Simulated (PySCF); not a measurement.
Values are calculated unless marked as measured or tabulated.
PH3S3(+)

The system: PH3S3(+), a small molecule; charge +1, doublet. The structure, one conformer, was relaxed in the gas phase by PBE0-D3(BJ)/def2-SVP. No frequency run checks that it is a minimum.

SMILES: SP(S)S (charge +1)

```xyz
7

P     0.185   -0.196   -0.295
S     1.319   -1.229    1.097
S    -1.249   -1.580   -0.803
S    -0.793    1.548    0.293
H     2.240   -0.238    1.198
H    -1.949   -0.683   -1.545
H     0.276    2.344    0.033
```
Atom numbers follow the order of the file, from 1.

EPR values by unrestricted B3LYP, IGLO-III on P S, pcH-1 on H.

Problem. Predict g and the largest hyperfine couplings. Where does the spin sit?

Solution. g = 2.0037, 2.0155, 2.0230. The spin sits on P1 (42 %, bonded to 3 S) by Mulliken populations.
```csv
atom,isotope,isotropic (MHz),"dipolar, principal values (MHz)"
P1,31P,1311.4,"-162.6, -136.3, 298.9"
S3,33S,6.8,"-23.3, -20.6, 44.0"
S4,33S,-3.5,"-26.0, -23.6, 49.6"
S2,33S,-0.4,"-24.2, -21.5, 45.7"
H7,1H,8.6,"-6.3, -1.1, 7.3"
H5,1H,9.2,"-5.2, -1.2, 6.4"
```

Problem. How do the isotropic couplings move with BHandHLYP?

Solution. P1 1311.4 to 1349.8 MHz, S3 6.8 to 10.7 MHz, S4 -3.5 to -6.7 MHz, S2 -0.4 to -0.9 MHz.
